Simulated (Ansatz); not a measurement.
```yaml
crystal:
  periodic: [false, false, false]
  atoms:
    - {symbol: B, position_ang: [-0.697827, -0.163941, -0.363553]}
    - {symbol: B, position_ang: [0.633588, 0.463415, 0.170690]}
    - {symbol: O, position_ang: [0.218423, -0.828359, 0.427791]}
    - {symbol: H, position_ang: [-1.721879, -0.559160, -0.808207]}
    - {symbol: H, position_ang: [1.617695, 1.014546, 0.531778]}
basis:
  gaussian: {orbitals: def2-mTZVPP, final_grid: {core_spheres: 1, valence_spheres: 1, degree: 1}}
hamiltonian: {xc: {name: PBE}}
output: {forces: true}
```

```sh
$ ansatz run in.yaml --threads 2 --pin off --events-out ev --progress --plain --max-ram 4352MiB
```

Shortened log:

```
Functional definition: PBE
615 factors; their error is unknown
mean field evaluation 1: about -3423.7201 eV, gradient 5.0e1 eV
mean field evaluation 2: about -3403.3362 eV, gradient 1.1e2 eV
mean field evaluation 4: about -3428.6301 eV, gradient 4.4e0 eV
mean field evaluation 8: about -3428.9098 eV, gradient 1.9e1 eV
mean field evaluation 16: about -3435.6810 eV, gradient 1.7e-1 eV
mean field evaluation 32: about -3452.6983 eV, gradient 4.5e-5 eV
a density is far from that of the atoms, so the factors are made again for it
762 factors; integrals over basis functions are off by at most 2.7e-4 eV
mean field -3452.69695687 eV, -126.8842728430 hartree, gradient 1.5e-5 eV, S^2 0.000000; 0 other end points of the search recorded, 0 dependent functions left out
reference -3452.69716835 eV, -126.8842806148 hartree; 10, 10 occupied and 62, 62 virtual orbitals, 762 factors
Total energy: -3452.69716835 eV, -126.8842806148 hartree
Atom 0 at    -0.697827    -0.163941    -0.363553 Å, force    35.119031     2.579861    19.490795 eV/Å
Atom 1 at     0.633588     0.463415     0.170690 Å, force   -28.734325   -27.500796    -6.133468 eV/Å
Atom 2 at     0.218423    -0.828359     0.427791 Å, force    -7.547016    29.454002   -15.787549 eV/Å
Atom 3 at    -1.721879    -0.559160    -0.808207 Å, force     9.793030     2.075020     4.911076 eV/Å
Atom 4 at     1.617695     1.014546     0.531778 Å, force    -8.630720    -6.608087    -2.480854 eV/Å
Dipole moment:    -0.479756     1.872816    -1.003774 e Å
```

In this input the integration grid is far too coarse. Self-consistency was reached. The result belongs to that input, not to the molecule as meant.
